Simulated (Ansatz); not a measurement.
Relaxation of CHSSi (4 atoms, charge -1, multiplicity 1), to a largest force component of 0.02 eV/Å in at most 40 steps.

Theory: RKS LDA/def2-SVP in Ansatz.

```xyz
4
Properties=species:S:1:pos:R:3
C 0.756 0.952 0.062
Si -0.198 -0.462 -0.053
S -0.816 -2.394 -0.302
H 0.258 1.904 0.292
```

Task: Where does it end, and by what steps?

Result: It converged. Limits of this set-up: an anion without diffuse functions, the dipole of an ion depends on the origin. After 7 steps the energy has fallen by 0.098 eV; H4 moved furthest, 0.19 Å.

| step | energy less start (eV) | largest force component (eV/Å) | accepted |
| --- | --- | --- | --- |
| 0 | 0.0000 | 1.443 | yes |
| 1 | -0.0561 | 0.508 | yes |
| 2 | -0.0701 | 0.388 | yes |
| 3 | -0.0844 | 0.599 | yes |
| 4 | -0.0597 | 0.661 | no |
| 5 | -0.0950 | 0.327 | yes |
| 6 | -0.0976 | 0.028 | yes |
| 7 | -0.0977 | 0.002 | yes |

```xyz
4
Properties=species:S:1:pos:R:3
C 0.601 0.906 0.075
Si -0.318 -0.467 -0.038
S -0.716 -2.415 -0.319
H 0.433 1.976 0.282
```

Whether the end is a true minimum wasn't checked by a vibrational analysis.

Time of the run: 25 s on 1 thread of Intel(R) Xeon(R) Processor @ 2.50GHz (Skylake/Cascade Lake), with other jobs on the host, peak memory 0.12 GiB.
